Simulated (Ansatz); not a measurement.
A structure relaxed at PBE0-D4/def2-TZVP in Ansatz, charge 0, doublet:

Cartesian coordinates in Å:
```
Si 1.2012 -1.5146 -0.3072
Si -0.6213 1.7172 0.7018
Si -0.6907 -0.3691 -0.0666
H 2.3433 -0.7880 -0.9202
H -1.9207 2.4259 0.8332
H -1.8275 -1.1730 0.4599
H 0.4301 2.6007 0.1348
H 1.0856 -2.8990 -0.8355
```

(1) Give its formula and point group.

(2) Summarise the bond lengths by kind (pairs closer than 1.2 times the sum of covalent radii, bridged metal pairs left out).

Results:

(1) Si3H5. Point group Cs (tolerance 0.1 Å).

(2) 2 × Si–Si 2.22 Å; 5 × H–Si 1.49 Å.

The charge 0 doublet is spin-contaminated (final ⟨S²⟩ up to 0.87, 0.75 for a pure state). The relaxation made no stability test and no search for a lower SCF solution. Another isomer (doublet) lies 0.53 eV lower at PBE0-D4/def2-TZVP; other spin states weren't run for this one.
